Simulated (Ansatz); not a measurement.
**Ta$_{6}$O (C2/m)**

Theory: Ansatz, DFT r2SCAN, scalar-relativistic, plane waves, PAW.

Settings: cutoff 500 eV, Γ-centred mesh 8×4×8 on the computed 14-atom cell, Gaussian smearing of 0.10 eV; no spin polarisation.

The structure is relaxed at this level of theory with its symmetry kept. Whether it is the stable form of this composition wasn't checked.

```
CELL_PARAMETERS angstrom
4.86681 0.00000 0.00602
0.00000 9.64515 0.00000
-0.48854 0.00000 4.85249
ATOMIC_POSITIONS crystal
Ta 0.28211 0.00000 0.71307
Ta 0.71789 0.00000 0.28693
Ta 0.24461 0.66722 0.74001
Ta 0.75539 0.66722 0.25999
Ta 0.24461 0.33278 0.74001
Ta 0.75539 0.33278 0.25999
Ta 0.75539 0.83278 0.75999
Ta 0.24461 0.83278 0.24001
Ta 0.24461 0.16722 0.24001
Ta 0.75539 0.16722 0.75999
Ta 0.71789 0.50000 0.78693
Ta 0.28211 0.50000 0.21307
O 0.00000 0.00000 0.00000
O 0.00000 0.50000 0.50000
```

```
Space group                                                       : C2/m (No. 12)
Volume per atom                                                   : 16.27 Å³
Formation energy from the elements' standard states (uncorrected) : -0.623 eV/atom
Generalised Kohn–Sham band gap                                    : none (metal)
Density of states at the Fermi level                              : 7.14 states/eV per cell
Löwdin character within 0.5 eV of the Fermi level                 : Ta 5d 90 %, unprojected 4 %
```

Spin-orbit coupling is left out, which matters for the bands of heavy elements.

Cost: 1 run of about 34 core-minutes, on Intel Xeon Processor @ 2.50GHz (Skylake/Cascade Lake) (shared hosts).